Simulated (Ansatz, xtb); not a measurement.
BH4Si−: which of two structures lies lower

Structure a: a singlet given by its coordinates. Structure b: a singlet given by its coordinates. Both are isolated ions in the gas phase, relaxed with B3LYP-D3(BJ)/def2-SVPD.

a (Å):

```yaml
atoms:
  - { symbol: B, position_ang: [-0.7874, -0.4107, -0.2237] }
  - { symbol: Si, position_ang: [0.6807, 0.6077, 0.5993] }
  - { symbol: H, position_ang: [-0.6895, -1.4931, -0.7831] }
  - { symbol: H, position_ang: [-0.1095, 0.5140, -0.9550] }
  - { symbol: H, position_ang: [1.8540, -0.2741, 0.0869] }
  - { symbol: H, position_ang: [-1.9249, 0.0274, -0.1051] }
```

Close contacts (Å): B1–Si2 1.97, B1–H3 1.22, B1–H4 1.36, B1–H6 1.22, Si2–H4 1.75, Si2–H5 1.55.

b (Å):

```yaml
atoms:
  - { symbol: B, position_ang: [-0.4168, 3.3558, 0.0223] }
  - { symbol: Si, position_ang: [-0.3626, 1.5409, -0.4834] }
  - { symbol: H, position_ang: [-0.7410, 3.6836, 1.1521] }
  - { symbol: H, position_ang: [-0.3695, 4.2428, -0.8144] }
  - { symbol: H, position_ang: [0.3364, 1.0939, -1.7493] }
  - { symbol: H, position_ang: [-0.0936, 0.4467, 0.5271] }
```

Close contacts (Å): B1–Si2 1.88, B1–H3 1.22, B1–H4 1.22, Si2–H5 1.51, Si2–H6 1.51.

Q: Which of the two would you expect CCSD(T)/def2-TZVPPD electronic energies to favour?

A: Structure b; the calculation gives E(b) − E(a) = −23.0 kJ/mol.

Level by level:

| level | geometry | E(b) − E(a) (kJ/mol) | departure from the last row (kJ/mol) | job, with rough time for the two |
| --- | --- | --- | --- | --- |
| B3LYP-D3(BJ)/def2-SVPD | B3LYP-D3(BJ)/def2-SVPD | −16.4 | +6.6 | optimisation, 23 s |
| HF/def2-TZVPPD | B3LYP-D3(BJ)/def2-SVPD | −28.9 | −5.9 | part of the CCSD(T) run |
| MP2/def2-TZVPPD | B3LYP-D3(BJ)/def2-SVPD | −20.6 | +2.4 | part of the CCSD(T) run |
| CCSD(T)/def2-TZVPPD | B3LYP-D3(BJ)/def2-SVPD | −23.0 |  | single point, 35 s |

The levels shown agree on the order. The largest departure from CCSD(T)/def2-TZVPPD is that of B3LYP-D3(BJ)/def2-SVPD, 6.6 kJ/mol. Levels run at GFN2-xTB geometries aren't shown.

With harmonic frequencies from B3LYP-D3(BJ)/def2-SVPD (ideal gas, rigid rotor, one conformer each, 298.15 K, 1 atm): on the last row, ΔE + ΔZPE = −25.6, ΔH = −24.0, ΔG = −26.7 kJ/mol.

The T1 diagnostic of structure b is large, so the coupled-cluster value is less sure. The correlated steps freeze 6 core orbitals. Mirror images aren't counted in ΔG. Codes used: Ansatz 0.2.0; the last row on 1 thread of Arm Neoverse V2 on a shared host.
